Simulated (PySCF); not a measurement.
## Gas-phase thermal properties of CCl4

Method: PySCF energies (xtb for GFN2) plus ideal-gas RRHO corrections (1 bar). The comparison is the NASA 1993 polynomial table, which mixes measured and estimated data. 6-31G* has spherical d functions here. All species are closed-shell singlets. B3LYP is the form with VWN-RPA correlation. The harmonic model lacks anharmonicity and excited electronic states, which grow with temperature; levels with a mode under 35 cm⁻¹ are left out.

```json
[
 {"level": "table", "point group": "-", "σ": "-", "ZPE (kJ/mol)": "-", "S°298 (J/mol/K)": "310.1", "Cp298 (J/mol/K)": "83.6", "S°1000 (J/mol/K)": "427.2", "H1000 − H298 (kJ/mol)": "69.3"},
 {"level": "B3LYP/6-31G*", "point group": "Td", "σ": "12", "ZPE (kJ/mol)": "24.3", "S°298 (J/mol/K)": "310.8", "Cp298 (J/mol/K)": "84.1", "S°1000 (J/mol/K)": "428.4", "H1000 − H298 (kJ/mol)": "69.6"},
 {"level": "GFN2-xTB", "point group": "Td", "σ": "12", "ZPE (kJ/mol)": "21.2", "S°298 (J/mol/K)": "317.5", "Cp298 (J/mol/K)": "88.2", "S°1000 (J/mol/K)": "437.8", "H1000 − H298 (kJ/mol)": "70.9"},
 {"level": "HF/6-31G*", "point group": "Td", "σ": "12", "ZPE (kJ/mol)": "28.2", "S°298 (J/mol/K)": "304.8", "Cp298 (J/mol/K)": "79.6", "S°1000 (J/mol/K)": "419.1", "H1000 − H298 (kJ/mol)": "67.9"},
 {"level": "PBE/def2-SVP", "point group": "Td", "σ": "12", "ZPE (kJ/mol)": "23.7", "S°298 (J/mol/K)": "312.4", "Cp298 (J/mol/K)": "84.9", "S°1000 (J/mol/K)": "430.6", "H1000 − H298 (kJ/mol)": "69.9"},
 {"level": "PBE0/def2-TZVP", "point group": "Td", "σ": "12", "ZPE (kJ/mol)": "25.2", "S°298 (J/mol/K)": "309.5", "Cp298 (J/mol/K)": "83.0", "S°1000 (J/mol/K)": "426.3", "H1000 − H298 (kJ/mol)": "69.2"}
]
```
σ: rotational symmetry number. Electronic degeneracy used: 1. Frequencies are unscaled.
